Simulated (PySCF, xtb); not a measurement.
hydrogen cyanide (CHN), SMILES N#C.

GFN2-xTB in xtb at its own geometry gives an orbital gap of 5.95 eV and a dipole moment of 2.62 D.

Coordinates come from a B3LYP-D3(BJ)/def2-TZVPD optimisation.

**Question.** What does r2SCAN/def2-TZVPD (PySCF) give? (The exact figures need the calculation; the answer reports its results.)

**Answer.** gap 8.72 eV (levels -9.33 and -0.62 eV), dipole 3.03 D.
